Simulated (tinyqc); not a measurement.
Worked calculation: UHF in the sto-6g basis, for BH, spin multiplicity 3. This run ends on a higher stationary point, not on the lowest solution. Computed by tinyqc, a small Python program that keeps every step (integrals from PySCF). Settings: charge = 0, multiplicity = 3, basis = sto-6g, energy threshold = 1e-10, iteration cap = 66, orthogonalisation = symmetric, start = Wolfsberg-Helmholz matrix, DIIS depth = 0, method = UHF. Command: `OMP_NUM_THREADS=1 python tinyqc.py 27361 27362 out.jsonl` (the two numbers bound the seeds that draw the settings). One thread of a shared host (Intel(R) Xeon(R) Processor @ 2.60GHz), about 0.1 s of CPU time with the checks.

Geometry (angstrom):
```
atom         x         y         z
B     0.000000  0.000000  0.000000
H     0.000000  0.000000  1.127000
```

Stop when the energy changes by less than 1e-10 hartree and every element of the error matrix X^T (F D S - S D F) X (for each spin) is below 3e-06.

Course of the cycle:
```
iteration   E (hartree)     change  largest element of the error matrix
1          -24.74179417          -                             1.69e-01
2          -24.81584443  -7.41e-02                             5.44e-02
3          -24.83761172  -2.18e-02                             3.67e-02
4          -24.84535646  -7.74e-03                             2.48e-02
5          -24.84863211  -3.28e-03                             1.71e-02
6          -24.85018709  -1.55e-03                             1.19e-02
7          -24.85094588  -7.59e-04                             8.25e-03
8          -24.85131344  -3.68e-04                             5.67e-03
9          -24.85148908  -1.76e-04                             3.89e-03
10         -24.85157202  -8.29e-05                             2.65e-03
11         -24.85161085  -3.88e-05                             1.80e-03
12         -24.85162892  -1.81e-05                             1.23e-03
13         -24.85163730  -8.38e-06                             8.33e-04
14         -24.85164118  -3.87e-06                             5.65e-04
15         -24.85164296  -1.79e-06                             3.83e-04
16         -24.85164379  -8.23e-07                             2.60e-04
17         -24.85164416  -3.79e-07                             1.76e-04
18         -24.85164434  -1.74e-07                             1.19e-04
19         -24.85164442  -8.03e-08                             8.10e-05
20         -24.85164446  -3.69e-08                             5.49e-05
21         -24.85164447  -1.70e-08                             3.72e-05
22         -24.85164448  -7.80e-09                             2.52e-05
23         -24.85164449  -3.59e-09                             1.71e-05
24         -24.85164449  -1.65e-09                             1.16e-05
25         -24.85164449  -7.58e-10                             7.86e-06
26         -24.85164449  -3.48e-10                             5.33e-06
27         -24.85164449  -1.60e-10                             3.61e-06
28         -24.85164449  -7.36e-11                             2.45e-06
```

Can the last value be used, and what does the course show?

No, though the log alone does not show it. Converged in 28 iterations. But the solution lies 0.15334 hartree above the reference: it is another stationary point, not the lowest one. Reruns (cap 100 unless said): DIIS 8: converged in 10 to a higher stationary point; damping 0.5: converged in 60 to a higher stationary point; level shift 0.5: converged in 50 to a higher stationary point; atomic densities as start, DIIS 8: converged in 10. PySCF UHF in the same basis, after a stability check = -25.00498912 hartree.
